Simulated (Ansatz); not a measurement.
Basis-set extrapolation for C₂H₅NS (`C1NCS1`) (PBE0-D4/def2-TZVP geometry, frozen core, Ansatz). Multiplicity 1, RHF reference.

|  | def2-TZVPP | def2-QZVPP |
| --- | --- | --- |
| HF | -530.641717 | -530.659317 |
| MP2 correlation | -0.718976 | -0.770685 |
| CCSD(T) correlation | -0.789783 | not run |

Energies in hartree. Use E(X) = E(∞) + A·exp(−7.88·√X) for Hartree–Fock and E(X) = E(∞) + B·X^(−2.97) for correlation, with X = 3 and 4, and add CCSD(T) minus MP2 of the smaller set to the MP2 limit.

Q: What is the CCSD(T) energy at the basis-set limit?

A: HF limit: -530.659317 + (-0.017600) × 0.13774 = -530.66174. MP2 limit: -0.770685 + (-0.051709) × 0.74074 = -0.80899. Higher-order term: -0.789783 − (-0.718976) = -0.07081. Total: -531.54154 hartree, 288.9 kJ/mol below CCSD(T)/def2-TZVPP.
